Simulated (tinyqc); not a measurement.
Worked calculation (part 1 of 2): RKS/LDA (PW92) in the sto-3g basis, for H2O, spin multiplicity 1. Computed by tinyqc, a small Python program that keeps every step (integrals from PySCF). Settings: charge = 0, multiplicity = 1, basis = sto-3g, energy threshold = 1e-08, iteration cap = 68, orthogonalisation = symmetric, start = Wolfsberg-Helmholz matrix, DIIS depth = 6, damping = 0.3, method = RKS, functional = lda,pw, grid = [10, 86]. Command: `OMP_NUM_THREADS=1 python tinyqc.py 24346 24347 out.jsonl` (the two numbers bound the seeds that draw the settings). One thread of a shared host (Intel(R) Xeon(R) Processor @ 2.60GHz), about 0.6 s of CPU time with the checks. Later iterations appear only in the table of the cycle.

## One-electron integrals

Geometry (angstrom):
```
atom       x        y       z
O     0.0000   0.0000  0.0000
H     0.0000   0.7690  0.6590
H     0.0000  -0.7690  0.6590
```

Basis sto-3g: exponents (1/bohr^2) and contraction coefficients of normalised primitives:
```
element  l (shell)  exponent  coefficient
O            s (1)  130.7093       0.1543
O            s (1)   23.8089       0.5353
O            s (1)    6.4436       0.4446
O            s (2)    5.0332      -0.1000
O            s (2)    1.1696       0.3995
O            s (2)    0.3804       0.7001
O            p (3)    5.0332       0.1559
O            p (3)    1.1696       0.6077
O            p (3)    0.3804       0.3920
H            s (1)    3.4253       0.1543
H            s (1)    0.6239       0.5353
H            s (1)    0.1689       0.4446
```

Overlap, kinetic and nuclear-attraction integrals over the contracted functions; the nuclear repulsion is the sum of Za Zb / Rab.

nuclear repulsion = 8.704394 hartree

overlap S:
```
         1O 1s   1O 2s  1O 2px   1O 2py  1O 2pz   2H 1s    3H 1s
1O 1s   1.0000  0.2367  0.0000   0.0000  0.0000  0.0473   0.0473
1O 2s   0.2367  1.0000  0.0000   0.0000  0.0000  0.4391   0.4391
1O 2px  0.0000  0.0000  1.0000   0.0000  0.0000  0.0000   0.0000
1O 2py  0.0000  0.0000  0.0000   1.0000  0.0000  0.2836  -0.2836
1O 2pz  0.0000  0.0000  0.0000   0.0000  1.0000  0.2431   0.2431
2H 1s   0.0473  0.4391  0.0000   0.2836  0.2431  1.0000   0.2431
3H 1s   0.0473  0.4391  0.0000  -0.2836  0.2431  0.2431   1.0000
```

kinetic energy T (hartree):
```
          1O 1s    1O 2s  1O 2px   1O 2py  1O 2pz    2H 1s    3H 1s
1O 1s   29.0032  -0.1680  0.0000   0.0000  0.0000  -0.0057  -0.0057
1O 2s   -0.1680   0.8081  0.0000   0.0000  0.0000   0.1036   0.1036
1O 2px   0.0000   0.0000  2.5287   0.0000  0.0000   0.0000   0.0000
1O 2py   0.0000   0.0000  0.0000   2.5287  0.0000   0.1848  -0.1848
1O 2pz   0.0000   0.0000  0.0000   0.0000  2.5287   0.1583   0.1583
2H 1s   -0.0057   0.1036  0.0000   0.1848  0.1583   0.7600   0.0066
3H 1s   -0.0057   0.1036  0.0000  -0.1848  0.1583   0.0066   0.7600
```

nuclear attraction V (hartree):
```
           1O 1s     1O 2s   1O 2px    1O 2py    1O 2pz    2H 1s    3H 1s
1O 1s   -61.6635   -7.4304   0.0000    0.0000   -0.0180  -1.5247  -1.5247
1O 2s    -7.4304  -10.0873   0.0000    0.0000   -0.2162  -3.5052  -3.5052
1O 2px    0.0000    0.0000  -9.9407    0.0000    0.0000   0.0000   0.0000
1O 2py    0.0000    0.0000   0.0000  -10.0674    0.0000  -2.0034   2.0034
1O 2pz   -0.0180   -0.2162   0.0000    0.0000  -10.0337  -1.7863  -1.7863
2H 1s    -1.5247   -3.5052   0.0000   -2.0034   -1.7863  -5.6275  -1.4937
3H 1s    -1.5247   -3.5052   0.0000    2.0034   -1.7863  -1.4937  -5.6275
```

core Hamiltonian H = T + V (hartree):
```
           1O 1s    1O 2s   1O 2px   1O 2py   1O 2pz    2H 1s    3H 1s
1O 1s   -32.6603  -7.5985   0.0000   0.0000  -0.0180  -1.5305  -1.5305
1O 2s    -7.5985  -9.2791   0.0000   0.0000  -0.2162  -3.4016  -3.4016
1O 2px    0.0000   0.0000  -7.4120   0.0000   0.0000   0.0000   0.0000
1O 2py    0.0000   0.0000   0.0000  -7.5387   0.0000  -1.8186   1.8186
1O 2pz   -0.0180  -0.2162   0.0000   0.0000  -7.5050  -1.6280  -1.6280
2H 1s    -1.5305  -3.4016   0.0000  -1.8186  -1.6280  -4.8674  -1.4871
3H 1s    -1.5305  -3.4016   0.0000   1.8186  -1.6280  -1.4871  -4.8674
```

## Two-electron integrals

Functions are numbered as in S; the eight-fold symmetry (ij|kl) = (ji|kl) = (kl|ij) leaves the list below.

Two-electron integrals (ij|kl) in chemists' order, unique and non-zero (hartree):
```
(11|11) 4.7851      (21|11) 0.7414      (21|21) 0.1369      (22|11) 1.1189
(22|21) 0.2566      (22|22) 0.8172      (31|31) 0.0245      (32|31) 0.0378
(32|32) 0.1805      (33|11) 1.1158      (33|21) 0.2567      (33|22) 0.8170
(33|33) 0.8802      (41|41) 0.0245      (42|41) 0.0378      (42|42) 0.1805
(43|43) 0.0474      (44|11) 1.1158      (44|21) 0.2567      (44|22) 0.8170
(44|33) 0.7853      (44|44) 0.8802      (51|51) 0.0245      (52|51) 0.0378
(52|52) 0.1805      (53|53) 0.0474      (54|54) 0.0474      (55|11) 1.1158
(55|21) 0.2567      (55|22) 0.8170      (55|33) 0.7853      (55|44) 0.7853
(55|55) 0.8802      (61|11) 0.1503      (61|21) 0.0275      (61|22) 0.0513
(61|33) 0.0512      (61|41) 0.0010      (61|42) 0.0018      (61|44) 0.0513
(61|51) 0.0008      (61|52) 0.0015      (61|54) 1.50e-04    (61|55) 0.0513
(61|61) 0.0056      (62|11) 0.3664      (62|21) 0.0851      (62|22) 0.3001
(62|33) 0.2950      (62|41) 0.0049      (62|42) 0.0371      (62|44) 0.3036
(62|51) 0.0042      (62|52) 0.0318      (62|54) 0.0074      (62|55) 0.3013
(62|61) 0.0174      (62|62) 0.1365      (63|31) 0.0089      (63|32) 0.0518
(63|43) 0.0077      (63|53) 0.0066      (63|63) 0.0194      (64|11) 0.2006
(64|21) 0.0472      (64|22) 0.1777      (64|33) 0.1697      (64|41) 0.0113
(64|42) 0.0726      (64|44) 0.1900      (64|51) 0.0020      (64|52) 0.0178
(64|54) 0.0108      (64|55) 0.1733      (64|61) 0.0101      (64|62) 0.0982
(64|64) 0.0893      (65|11) 0.1719      (65|21) 0.0404      (65|22) 0.1523
(65|33) 0.1454      (65|41) 0.0020      (65|42) 0.0178      (65|44) 0.1496
(65|51) 0.0106      (65|52) 0.0671      (65|54) 0.0113      (65|55) 0.1617
(65|61) 0.0087      (65|62) 0.0842      (65|64) 0.0599      (65|65) 0.0707
(66|11) 0.5067      (66|21) 0.1196      (66|22) 0.4837      (66|33) 0.4642
(66|41) 0.0088      (66|42) 0.0930      (66|44) 0.4976      (66|51) 0.0076
(66|52) 0.0797      (66|54) 0.0287      (66|55) 0.4887      (66|61) 0.0247
(66|62) 0.2773      (66|64) 0.2277      (66|65) 0.1951      (66|66) 0.7746
(71|11) 0.1503      (71|21) 0.0275      (71|22) 0.0513      (71|33) 0.0512
(71|41) -0.0010     (71|42) -0.0018     (71|44) 0.0513      (71|51) 0.0008
(71|52) 0.0015      (71|54) -1.50e-04   (71|55) 0.0513      (71|61) 0.0055
(71|62) 0.0169      (71|64) 0.0090      (71|65) 0.0084      (71|66) 0.0238
(71|71) 0.0056      (72|11) 0.3664      (72|21) 0.0851      (72|22) 0.3001
(72|33) 0.2950      (72|41) -0.0049     (72|42) -0.0371     (72|44) 0.3036
(72|51) 0.0042      (72|52) 0.0318      (72|54) -0.0074     (72|55) 0.3013
(72|61) 0.0169      (72|62) 0.1120      (72|64) 0.0554      (72|65) 0.0672
(72|66) 0.1880      (72|71) 0.0174      (72|72) 0.1365      (73|31) 0.0089
(73|32) 0.0518      (73|43) -0.0077     (73|53) 0.0066      (73|63) 0.0155
(73|73) 0.0194      (74|11) -0.2006     (74|21) -0.0472     (74|22) -0.1777
(74|33) -0.1697     (74|41) 0.0113      (74|42) 0.0726      (74|44) -0.1900
(74|51) -0.0020     (74|52) -0.0178     (74|54) 0.0108      (74|55) -0.1733
(74|61) -0.0090     (74|62) -0.0554     (74|64) -0.0124     (74|65) -0.0325
(74|66) -0.0821     (74|71) -0.0101     (74|72) -0.0982     (74|74) 0.0893
(75|11) 0.1719      (75|21) 0.0404      (75|22) 0.1523      (75|33) 0.1454
(75|41) -0.0020     (75|42) -0.0178     (75|44) 0.1496      (75|51) 0.0106
(75|52) 0.0671      (75|54) -0.0113     (75|55) 0.1617      (75|61) 0.0084
(75|62) 0.0672      (75|64) 0.0325      (75|65) 0.0552      (75|66) 0.1237
(75|71) 0.0087      (75|72) 0.0842      (75|74) -0.0599     (75|75) 0.0707
(76|11) 0.1473      (76|21) 0.0345      (76|22) 0.1327      (76|33) 0.1294
(76|44) 0.1318      (76|51) 0.0026      (76|52) 0.0240      (76|55) 0.1367
(76|61) 0.0070      (76|62) 0.0607      (76|64) 0.0376      (76|65) 0.0420
(76|66) 0.1290      (76|71) 0.0070      (76|72) 0.0607      (76|74) -0.0376
(76|75) 0.0420      (76|76) 0.0333      (77|11) 0.5067      (77|21) 0.1196
(77|22) 0.4837      (77|33) 0.4642      (77|41) -0.0088     (77|42) -0.0930
(77|44) 0.4976      (77|51) 0.0076      (77|52) 0.0797      (77|54) -0.0287
(77|55) 0.4887      (77|61) 0.0238      (77|62) 0.1880      (77|64) 0.0821
(77|65) 0.1237      (77|66) 0.3381      (77|71) 0.0247      (77|72) 0.2773
(77|74) -0.2277     (77|75) 0.1951      (77|76) 0.1290      (77|77) 0.7746
```

## Orthogonalisation

S = U s U^T; symmetric (Loewdin) form X = U s^(-1/2) U^T, so that X^T S X = 1.

eigenvalues of S: 0.3785  0.4593  0.8814  1.0000  1.1019  1.2976  1.8814

X:
```
          1O 1s    1O 2s  1O 2px   1O 2py   1O 2pz    2H 1s    3H 1s
1O 1s    1.0240  -0.1405  0.0000   0.0000  -0.0096   0.0207   0.0207
1O 2s   -0.1405   1.2055  0.0000   0.0000   0.0994  -0.2622  -0.2622
1O 2px   0.0000   0.0000  1.0000   0.0000   0.0000   0.0000   0.0000
1O 2py   0.0000   0.0000  0.0000   1.0900   0.0000  -0.2022   0.2022
1O 2pz  -0.0096   0.0994  0.0000   0.0000   1.0539  -0.1426  -0.1426
2H 1s    0.0207  -0.2622  0.0000  -0.2022  -0.1426   1.1762  -0.0872
3H 1s    0.0207  -0.2622  0.0000   0.2022  -0.1426  -0.0872   1.1762
```

## Starting guess

The start is the generalised Wolfsberg-Helmholz matrix (K = 1.75) built on H; D = 2 C_occ C_occ^T.

D at the start:
```
          1O 1s    1O 2s  1O 2px   1O 2py   1O 2pz    2H 1s    3H 1s
1O 1s    2.0637  -0.2578  0.0000   0.0000   0.1151  -0.1384  -0.1384
1O 2s   -0.2578   1.1814  0.0000   0.0000  -0.4207   0.3492   0.3492
1O 2px   0.0000   0.0000  2.0000   0.0000   0.0000   0.0000   0.0000
1O 2py   0.0000   0.0000  0.0000   1.4417   0.0000   0.3673  -0.3673
1O 2pz   0.1151  -0.4207  0.0000   0.0000   1.8150   0.1242   0.1242
2H 1s   -0.1384   0.3492  0.0000   0.3673   0.1242   0.2360   0.0489
3H 1s   -0.1384   0.3492  0.0000  -0.3673   0.1242   0.0489   0.2360
```

## Iteration 1: exchange-correlation on the grid

Becke grid with 10 radial and 86 angular points per atom, points of zero weight dropped. rho = sum D_ij phi_i phi_j; V_xc,ij = sum w v_xc phi_i phi_j; v_xc is d(rho eps)/d rho.

The 8 grid points with the largest w rho, of 2576 (bohr, atomic units):
```
x              y        z       w     rho   eps_xc     v_xc
0.4456    0.0000  -1.1042  0.1348  0.3412  -0.5787  -0.7585
-0.4456   0.0000  -1.1042  0.1348  0.3412  -0.5787  -0.7585
0.8268   -0.2251  -0.8268  0.1355  0.3357  -0.5757  -0.7546
-0.8268  -0.2251  -0.8268  0.1355  0.3357  -0.5757  -0.7546
0.8268    0.2251  -0.8268  0.1355  0.3357  -0.5757  -0.7546
-0.8268   0.2251  -0.8268  0.1355  0.3357  -0.5757  -0.7546
0.0000    0.0000  -1.1907  0.1317  0.3419  -0.5790  -0.7590
0.0000   -0.4456  -1.1042  0.1348  0.3328  -0.5742  -0.7526
```

electrons on the grid, sum of w rho = 9.9818

E_xc = sum of w rho eps_xc = -8.924041 hartree

V_xc (hartree):
```
          1O 1s    1O 2s   1O 2px   1O 2py   1O 2pz    2H 1s    3H 1s
1O 1s   -2.8208  -0.4157   0.0000   0.0000   0.0022  -0.0846  -0.0846
1O 2s   -0.4157  -0.8171   0.0000   0.0000   0.0060  -0.2848  -0.2848
1O 2px   0.0000   0.0000  -0.8167   0.0000   0.0000   0.0000   0.0000
1O 2py   0.0000   0.0000   0.0000  -0.8143   0.0000  -0.1664   0.1664
1O 2pz   0.0022   0.0060   0.0000   0.0000  -0.8203  -0.1431  -0.1431
2H 1s   -0.0846  -0.2848   0.0000  -0.1664  -0.1431  -0.4293  -0.1149
3H 1s   -0.0846  -0.2848   0.0000   0.1664  -0.1431  -0.1149  -0.4293
```

## Iteration 1: building the Kohn-Sham matrix

J_ij = sum D_kl (ij|kl); F = H + J + V_xc; E = tr D H + tr D J / 2 + E_xc + E_nn.

Coulomb J (hartree):
```
          1O 1s    1O 2s  1O 2px   1O 2py   1O 2pz   2H 1s    3H 1s
1O 1s   17.7421   3.3647  0.0000   0.0000  -0.0088  0.6760   0.6760
1O 2s    3.3647   8.4058  0.0000   0.0000  -0.0002  3.0458   3.0458
1O 2px   0.0000   0.0000  8.3901   0.0000   0.0000  0.0000   0.0000
1O 2py   0.0000   0.0000  0.0000   8.3972   0.0000  1.7892  -1.7892
1O 2pz  -0.0088  -0.0002  0.0000   0.0000   8.4071  1.5392   1.5392
2H 1s    0.6760   3.0458  0.0000   1.7892   1.5392  4.9163   1.3412
3H 1s    0.6760   3.0458  0.0000  -1.7892   1.5392  1.3412   4.9163
```

Kohn-Sham matrix F (hartree):
```
           1O 1s    1O 2s  1O 2px   1O 2py   1O 2pz    2H 1s    3H 1s
1O 1s   -17.7390  -4.6494  0.0000   0.0000  -0.0246  -0.9391  -0.9391
1O 2s    -4.6494  -1.6904  0.0000   0.0000  -0.2104  -0.6407  -0.6407
1O 2px    0.0000   0.0000  0.1614   0.0000   0.0000   0.0000   0.0000
1O 2py    0.0000   0.0000  0.0000   0.0442   0.0000  -0.1958   0.1958
1O 2pz   -0.0246  -0.2104  0.0000   0.0000   0.0818  -0.2319  -0.2319
2H 1s    -0.9391  -0.6407  0.0000  -0.1958  -0.2319  -0.3804  -0.2608
3H 1s    -0.9391  -0.6407  0.0000   0.1958  -0.2319  -0.2608  -0.3804
```

total energy of this density = -74.288624 hartree

This density is the starting one.

## Iteration 1: diagonalisation and new density

Diagonalise F' = X^T F X, C = X C', fill 5 alpha and 5 beta electrons from the bottom; D = 2 C_occ C_occ^T; the new density keeps 0.3 of the old one (damping). Each column has its largest component positive (the first on a tie).

F' = X^T F X (hartree):
```
          1        2       3        4        5        6        7
1  -17.3675  -2.5545  0.0000   0.0000  -0.0385  -0.1307  -0.1307
2   -2.5545  -0.6730  0.0000   0.0000  -0.0668  -0.2960  -0.2960
3    0.0000   0.0000  0.1614   0.0000   0.0000   0.0000   0.0000
4    0.0000   0.0000  0.0000   0.2154   0.0000  -0.2649   0.2649
5   -0.0385  -0.0668  0.0000   0.0000   0.1822  -0.2033  -0.2033
6   -0.1307  -0.2960  0.0000  -0.2649  -0.2033  -0.0656  -0.0783
7   -0.1307  -0.2960  0.0000   0.2649  -0.2033  -0.0783  -0.0656
```

orbital energies (hartree): MO1 -17.7532, MO2 -0.6738, MO3 -0.2740, MO4 0.0332, MO5 0.1614, MO6 0.3917, MO7 0.5021

coefficients C:
```
            MO1      MO2      MO3      MO4     MO5      MO6      MO7
1O 1s    0.9921  -0.1982   0.0000  -0.1894  0.0000  -0.0988   0.0000
1O 2s    0.0349   0.6382   0.0000   0.9005  0.0000   0.6331   0.0000
1O 2px   0.0000   0.0000   0.0000   0.0000  1.0000   0.0000   0.0000
1O 2py   0.0000   0.0000   0.4354   0.0000  0.0000   0.0000   1.0394
1O 2pz   0.0055   0.2221   0.0000  -0.4827  0.0000   0.9375   0.0000
2H 1s   -0.0081   0.2819   0.5865  -0.4338  0.0000  -0.6440  -0.7036
3H 1s   -0.0081   0.2819  -0.5865  -0.4338  0.0000  -0.6440   0.7036
```

D after iteration 1:
```
          1O 1s    1O 2s  1O 2px   1O 2py   1O 2pz    2H 1s    3H 1s
1O 1s    2.1023  -0.4447  0.0000   0.0000   0.1085  -0.0160  -0.0160
1O 2s   -0.4447   2.0617  0.0000   0.0000  -0.5361  -0.1907  -0.1907
1O 2px   0.0000   0.0000  2.0000   0.0000   0.0000   0.0000   0.0000
1O 2py   0.0000   0.0000  0.0000   0.6980   0.0000   0.4677  -0.4677
1O 2pz   0.1085  -0.5361  0.0000   0.0000   0.9398   0.4180   0.4180
2H 1s   -0.0160  -0.1907  0.0000   0.4677   0.4180   0.9272  -0.0920
3H 1s   -0.0160  -0.1907  0.0000  -0.4677   0.4180  -0.0920   0.9272
```

## Iteration 2: exchange-correlation on the grid

As before.

The 8 grid points with the largest w rho, of 2576 (bohr, atomic units):
```
x              y        z       w     rho   eps_xc     v_xc
1.1042    0.0000  -0.4456  0.1347  0.3368  -0.5763  -0.7554
-1.1042   0.0000  -0.4456  0.1347  0.3368  -0.5763  -0.7554
1.1907    0.0000   0.0000  0.1316  0.3344  -0.5750  -0.7538
-1.1907   0.0000   0.0000  0.1316  0.3344  -0.5750  -0.7538
1.1042   -0.4456   0.0000  0.1336  0.3164  -0.5652  -0.7408
1.1042    0.4456   0.0000  0.1336  0.3164  -0.5652  -0.7408
-1.1042  -0.4456   0.0000  0.1336  0.3164  -0.5652  -0.7408
-1.1042   0.4456   0.0000  0.1336  0.3164  -0.5652  -0.7408
```

electrons on the grid, sum of w rho = 9.9722

E_xc = sum of w rho eps_xc = -8.569396 hartree

V_xc (hartree):
```
          1O 1s    1O 2s   1O 2px   1O 2py   1O 2pz    2H 1s    3H 1s
1O 1s   -2.8136  -0.4073   0.0000   0.0000   0.0030  -0.0829  -0.0829
1O 2s   -0.4073  -0.7844   0.0000   0.0000   0.0029  -0.2840  -0.2840
1O 2px   0.0000   0.0000  -0.8016   0.0000   0.0000   0.0000   0.0000
1O 2py   0.0000   0.0000   0.0000  -0.7740   0.0000  -0.1705   0.1705
1O 2pz   0.0030   0.0029   0.0000   0.0000  -0.7769  -0.1487  -0.1487
2H 1s   -0.0829  -0.2840   0.0000  -0.1705  -0.1487  -0.4940  -0.1213
3H 1s   -0.0829  -0.2840   0.0000   0.1705  -0.1487  -0.1213  -0.4940
```

## Iteration 2: building the Kohn-Sham matrix

As before.

Coulomb J (hartree):
```
          1O 1s   1O 2s  1O 2px   1O 2py   1O 2pz   2H 1s    3H 1s
1O 1s   17.0522  3.2043  0.0000   0.0000  -0.0034  0.6443   0.6443
1O 2s    3.2043  8.0085  0.0000   0.0000   0.0792  2.9597   2.9597
1O 2px   0.0000  0.0000  8.0174   0.0000   0.0000  0.0000   0.0000
1O 2py   0.0000  0.0000  0.0000   7.9940   0.0000  1.7556  -1.7556
1O 2pz  -0.0034  0.0792  0.0000   0.0000   7.9903  1.5382   1.5382
2H 1s    0.6443  2.9597  0.0000   1.7556   1.5382  4.9925   1.3335
3H 1s    0.6443  2.9597  0.0000  -1.7556   1.5382  1.3335   4.9925
```

Kohn-Sham matrix F (hartree):
```
           1O 1s    1O 2s   1O 2px   1O 2py   1O 2pz    2H 1s    3H 1s
1O 1s   -18.4216  -4.8014   0.0000   0.0000  -0.0185  -0.9691  -0.9691
1O 2s    -4.8014  -2.0550   0.0000   0.0000  -0.1341  -0.7259  -0.7259
1O 2px    0.0000   0.0000  -0.1961   0.0000   0.0000   0.0000   0.0000
1O 2py    0.0000   0.0000   0.0000  -0.3186   0.0000  -0.2335   0.2335
1O 2pz   -0.0185  -0.1341   0.0000   0.0000  -0.2916  -0.2385  -0.2385
2H 1s    -0.9691  -0.7259   0.0000  -0.2335  -0.2385  -0.3689  -0.2749
3H 1s    -0.9691  -0.7259   0.0000   0.2335  -0.2385  -0.2749  -0.3689
```

total energy of this density = -74.434712 hartree

This density is a damped mixture and is not idempotent.

## Iteration 2: DIIS over 2 matrices

error matrix X^T (FDS - SDF) X:
```
         1        2       3        4        5        6        7
1   0.0000  -0.0743  0.0000   0.0000  -0.0489   0.0883   0.0883
2   0.0743   0.0000  0.0000   0.0000  -0.0150  -0.0998  -0.0998
3   0.0000   0.0000  0.0000   0.0000   0.0000   0.0000   0.0000
4   0.0000   0.0000  0.0000   0.0000   0.0000  -0.1579   0.1579
5   0.0489   0.0150  0.0000   0.0000   0.0000  -0.1711  -0.1711
6  -0.0883   0.0998  0.0000   0.1579   0.1711   0.0000   0.0000
7  -0.0883   0.0998  0.0000  -0.1579   0.1711   0.0000   0.0000
```

B (overlaps of the stored error matrices):
```
                1               2
1   1.2183169e+00  -2.9011421e-01
2  -2.9011421e-01   3.0415704e-01
```

Minimise |sum c_i e_i|^2 with sum c_i = 1: solve [B -1; -1 0][c; lambda] = [0; -1] with B_ij = tr e_i^T e_j, and take F = sum c_i F_i.

DIIS coefficients: 0.2826  0.7174

extrapolated F (hartree):
```
           1O 1s    1O 2s   1O 2px   1O 2py   1O 2pz    2H 1s    3H 1s
1O 1s   -18.2287  -4.7584   0.0000   0.0000  -0.0202  -0.9606  -0.9606
1O 2s    -4.7584  -1.9519   0.0000   0.0000  -0.1557  -0.7018  -0.7018
1O 2px    0.0000   0.0000  -0.0951   0.0000   0.0000   0.0000   0.0000
1O 2py    0.0000   0.0000   0.0000  -0.2161   0.0000  -0.2229   0.2229
1O 2pz   -0.0202  -0.1557   0.0000   0.0000  -0.1861  -0.2366  -0.2366
2H 1s    -0.9606  -0.7018   0.0000  -0.2229  -0.2366  -0.3721  -0.2709
3H 1s    -0.9606  -0.7018   0.0000   0.2229  -0.2366  -0.2709  -0.3721
```
